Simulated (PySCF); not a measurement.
Atoms are numbered as in `[CH3:1][CH2:2][NH+:3]1[CH2:4][CH2:5][CH2:6]1`. Each H is labelled by its parent atom. Ha(C4), Ha(C5), Ha(C6) are cis to C2 on the ring; Hb(C4), Hb(C5), Hb(C6) are trans to C2 on the ring.

Geometry: PBE0-D3(BJ)/def2-SVP; GIAO absolute shieldings from PySCF 2.14.0 with density-fitted response routines, gas phase, non-relativistic, averaged over equivalent atoms.

At PBE0/pcSseg-1 (162 basis functions, 31 s wall time on 1 thread of an Arm Neoverse N1, shared host):
```
        atoms  σ (ppm)
        C4/C6    125.7
           C2    128.5
           C5    167.9
           C1    173.3
           N3    184.8
Hb(C4)/Hb(C6)    26.95
Ha(C4)/Ha(C6)    27.19
        H(N3)    27.22
        H(C2)    28.22
       Hb(C5)    28.27
       Ha(C5)    28.59
        H(C1)    29.75
```

What do these become at wB97X-D/pcSseg-1?

Results:


| atoms | σ at wB97X-D/pcSseg-1 | change |
| --- | --- | --- |
| C4/C6 | 125.9 | +0.2 |
| C2 | 129.0 | +0.5 |
| C5 | 167.6 | -0.3 |
| C1 | 173.1 | -0.2 |
| N3 | 187.7 | +2.9 |
| Hb(C4)/Hb(C6) | 27.11 | +0.16 |
| Ha(C4)/Ha(C6) | 27.36 | +0.17 |
| H(N3) | 27.43 | +0.21 |
| H(C2) | 28.38 | +0.16 |
| Hb(C5) | 28.39 | +0.12 |
| Ha(C5) | 28.69 | +0.10 |
| H(C1) | 29.85 | +0.10 |

The largest change is at N3 (ammonium nitrogen). Cost: 162 basis functions, 37 s wall time on 1 thread of an Arm Neoverse N1, shared host. The order of the carbon signals is the same at both levels.
